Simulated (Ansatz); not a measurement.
System: H3S, net charge 1, singlet state. 
Structure (B3LYP-D3(BJ)/def2-TZVP (Ansatz, a first-principles code) minimum search):
SMILES: [SH3+]
```xyz
4

S      0.1049    -0.0008     0.0446
H     -0.3243     0.9941    -0.7736
H     -0.3450    -0.9973    -0.7604
H     -1.0094     0.0159     0.8202
```
Charge +1, spin multiplicity 1.

Basis-set convergence of Hartree-Fock and CCSD correlation energies (hartree) with Ansatz. Correlated levels leave the core frozen unless marked. Spin-orbit coupling is left out. Non-relativistic.

```csv
basis,functions,E(HF),"E(corr, CCSD)"
cc-pV(D+d)Z,38,-398.97946,-0.17496
cc-pV(T+d)Z,81,-398.99658,-0.21476
cc-pV(Q+d)Z,154,-399.00069,-0.22704
```

Extrapolating the two largest sets (X = 3 and 4) as X^-3: E(corr) = (64·(-0.22704) - 27·(-0.21476))/37 = -0.2360 Eh, an estimate of the basis-set limit. The largest set recovers 96.2 % of it, the smallest 74.1 %.
